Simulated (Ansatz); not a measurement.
Isomers

Structures of CH₃OSi, doublet, relaxed at PBE0-D4/def2-TZVP (vibrations not checked; lower isomers may exist, and structures with a doubtful reference or unclear bonds are left out). Program: Ansatz 0.2.0. Basis: def2-TZVPP. Cores are frozen in the correlated methods; orbitals are unrestricted. B3LYP uses VWN-RPA correlation.

Question: Rank them by CCSD(T) energy, lowest first, and give each one's height above the lowest. Links in brackets join atoms within 1.22 times the sum of their covalent radii (1.1 for two metals). (Judge from chemistry; the value comes from the calculation.)
A.
CH₃OSi ([CH][SiH][OH])
```
6
angstrom
O -1.3418 -0.5830 -0.3125
C 1.0442 0.4709 0.9900
Si 0.1461 0.0891 -0.3476
H -1.7621 -0.7454 -1.1592
H 0.5961 0.3208 -1.7329
H 1.5848 0.6943 1.8874
```
B.
a complex of CH₃ + SiO
```
6
angstrom
C -0.9848 0.0357 -1.0398
Si 2.4333 -0.3541 2.6020
O 1.3806 -0.2844 1.5232
H -1.1877 1.0086 -1.4649
H -1.5161 -0.8261 -1.4186
H -0.2594 -0.0739 -0.2451
```
C.
CH₃OSi ([CH2][SiH][O])
```
6
angstrom
C -0.4892 0.3984 -0.7095
Si 0.4339 -0.3962 0.6304
O 0.5494 -1.9008 0.8316
H -1.0206 -0.1819 -1.4568
H -0.5470 1.4777 -0.8175
H 1.0736 0.6028 1.5218
```
D.
CH₃OSi ([CH2]1[O][SiH]1)
```
6
angstrom
C 0.0353 -0.2159 -0.6831
O -0.9371 -0.5596 0.3628
Si -0.2045 0.8858 0.7487
H -0.4246 0.0206 -1.6396
H 0.8546 -0.9284 -0.7504
H 0.6762 0.7976 1.9615
```

Answer: By the calculation: C (0.000 eV), B (0.231 eV), D (0.715 eV), A (1.029 eV). Heights count from the lowest.

Question: Do PBE-D4, r2SCAN-D4, PBE0-D4, B3LYP-D4, wB97M-V, HF, MP2 give the same order? (Judge from chemistry; the calculation decides.)

Answer: Computed: Lowest first: HF C < B < A < D. The others agree with CCSD(T).

T1 diagnostic: at most 0.032. ⟨S²⟩ of the unrestricted Hartree–Fock references: 0.76 to 0.90 (a pure state has 0.75). The unrestricted reference is spin-contaminated, which hurts MP2 most.

For scale, one of the runs: CCSD(T)/def2-TZVPP, 146 basis functions, launched by `ansatz run in.yaml --threads 2 --pin off --events-out ev --progress --plain --max-ram 4352MiB`. Hardware: 2 CPU threads of an Arm Neoverse V1, shared host. Wall time 69 s; peak host memory 2 GiB.
